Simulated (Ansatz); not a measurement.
Ansatz (an electronic-structure program) input (B3LYP-D3(BJ)/def2-TZVP):

Ansatz 0.2 input:
```yaml
crystal:
  periodic: [false, false, false]
  atoms:
    - {symbol: O, position_ang: [-0.49248916, 1.73125948, -0.12195754]}
    - {symbol: C, position_ang: [-0.65786981, 0.54359638, -0.05252860]}
    - {symbol: N, position_ang: [0.18004278, -0.47357294, 0.02515057]}
    - {symbol: H, position_ang: [-0.17046713, -1.41498256, 0.07468678]}
    - {symbol: H, position_ang: [1.19479742, -0.35788610, 0.03665650]}
basis:
  gaussian:
    orbitals: def2-TZVP
hamiltonian:
  xc: b3lyp
  dispersion: d3bj
magnetization: {spin_polarized: true, initial_magnetization: 1}
relax: {f_tol: 0.002, max_steps: 150}
```

End of the output:

```
relax step   6: F+E_penalty+E_count = -4607.38178471 eV  Δ(F+E_penalty+E_count) = -2.768e-6 eV  max|allowed force component| = 1.594e-3 eV/Å  Δτ_max = 0.0004 Å  (24 SCF iters, accepted)
integrals: 0.02 GiB planned
574 factors; their error is unknown
mean field: 0.33 GiB planned
mean field evaluation 64: about -4607.2892 eV, gradient 5.6e-4 eV
mean field -4607.28915826 eV, -169.3147536332 hartree, gradient 6.5e-5 eV, S^2 0.753298; 1 other end points of the search recorded, 0 dependent functions left out
the calculation of the forces begins
reference -4607.28934850 eV, -169.3147606245 hartree; 12, 11 occupied and 93, 94 virtual orbitals, 574 factors
Total energy: -4607.38197495 eV, -169.3181645839 hartree
Atom 0 at    -0.463789     1.715360    -0.120166 Å, force    -0.000045    -0.000192     0.000004 eV/Å
Atom 1 at    -0.675214     0.544527    -0.053188 Å, force    -0.000006     0.000248     0.000002 eV/Å
Atom 2 at     0.179007    -0.481197     0.025097 Å, force     0.000574     0.001535    -0.000107 eV/Å
Atom 3 at    -0.167425    -1.421188     0.075513 Å, force    -0.000600    -0.001594     0.000089 eV/Å
Atom 4 at     1.181435    -0.329088     0.034751 Å, force     0.000077     0.000004     0.000012 eV/Å
Dipole moment:     0.325394    -0.695022     0.048245 e Å
```

It need not be the lowest isomer of its formula.
